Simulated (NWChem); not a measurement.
Species: Li cation

All runs: NWChem. Static field.

### Question
What does the run give for LC-BLYP (range parameter 0.33 per bohr)/aug-cc-pVDZ? Quantities: isotropic polarisability (bohr³); anisotropy (bohr³).

### Answer
```
Quantity                          Result
--------------------------------  ------
isotropic polarisability (bohr³)     0.1
anisotropy (bohr³)                   0.0
```
